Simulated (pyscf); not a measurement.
PySCF, gas phase, ωB97X-D3(BJ)/def2-SVP geometries.

**Question.** Estimate the classical barrier height and the reaction energy of `[B]=[O]` [doublet] + `[H][H]` → `[BH]=[O]` + `[H]` [doublet] at ωB97M-D3(BJ)/def2-TZVP. The step runs on the doublet surface, breaks H–H and forms B–H; take the separated reactants as zero.

**Answer.** ΔE‡ = 17.1 kJ/mol, ΔE = -42.9 kJ/mol. Zero-point energy shifts the barrier by -2.0 kJ/mol. It is a hydrogen abstraction, with an imaginary mode of 532i cm⁻¹. One saddle was located; it need not be the lowest between these sides. The angle at the transferred H is 178°.
